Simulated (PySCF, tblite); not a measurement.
**A complex of hydrogen fluoride and fluoride**

A gas-phase complex of hydrogen fluoride and fluoride; charge -1, singlet. The structure comes from a short search (6 tight-binding starts) and was relaxed by PBE0-D3(BJ)/def2-TZVPD; another way of binding may lie lower. Frequencies by PBE0-D3(BJ)/def2-TZVPD show no clear imaginary mode.

Parts: 1 = hydrogen fluoride (F), atoms 1–2; 2 = fluoride ([F-]), atoms 3, charge -1.

```xyz
3

F     0.161   -0.547    0.528
H    -0.653   -0.341   -0.247
F    -1.468   -0.134   -1.022
```
Atom numbers follow the order of the file, from 1.

Contacts between parts, classed by geometry: H2···F3 1.144 Å (shared proton).

Interaction energies are complex less parts, with the parts frozen as they stand in it; counterpoise-corrected, in kcal/mol (PySCF). The CCSD(T) estimate is Hartree-Fock/aug-cc-pVQZ, plus the MP2 correlation part extrapolated as X⁻³ from aug-cc-pVTZ and aug-cc-pVQZ, plus CCSD(T) less MP2 in aug-cc-pVDZ; noble-gas cores are frozen. It isn't the exact limit.

(1) How strongly do the parts interact, level by level?

(2) What holds them together? Decompose the MP2/aug-cc-pVQZ energy: frozen parts, their antisymmetrised product, then relaxation.

The parts were also relaxed and run alone, at the levels used for the complex: shieldings by PBE0/aug-pcSseg-3; core levels by delta-SCF with SCAN, aug-pcX-2 on the ionised atom and aug-pcseg-1 elsewhere, spin-free X2C.

Values alone: shielding of H2 (ppm): 29.06; shielding of F3 (ppm): 479.8; F1 1s core level (eV): 694.15.

(3) What does binding change?

Answers

(1) 
| level | interaction | superposition error removed |
| --- | --- | --- |
| Hartree-Fock/aug-cc-pVQZ | -69.15 | - |
| MP2/aug-cc-pVQZ | -64.41 | -1.12 |
| CCSD(T), estimated basis limit | -64.88 | - |

(2) electrostatic -75.9, Pauli repulsion +71.2, orbital relaxation -64.5, correlation +3.7 kcal/mol, which sum to the value before the counterpoise correction, the first three by Hartree-Fock. Of the attraction, 54 % is electrostatic, 46 % is orbital relaxation.

(3) 
```tsv
property	alone	in the complex	change
shielding of H2 (ppm)	29.06	13.47	-15.59
shielding of F3 (ppm)	479.8	395.7	-84.0
F1 1s core level (eV)	694.15	683.80	-10.35
```
